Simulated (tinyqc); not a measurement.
Inside a calculation. Method: ROHF in the sto-3g basis, for H2O, spin multiplicity 3. One step of it, computed by the program tinyqc.

Problem. Iteration 2: DIIS coefficients. Solve [B -1; -1 0][c; lambda] = [0; -1] for the coefficients, which sum to one.

B (overlaps of the stored error matrices):
```
               1              2
1  3.9797927e+02  6.4782980e+00
2  6.4782980e+00  5.6096418e-01
```

Give: DIIS coefficients.

Solution.

DIIS coefficients: -0.0153  1.0153
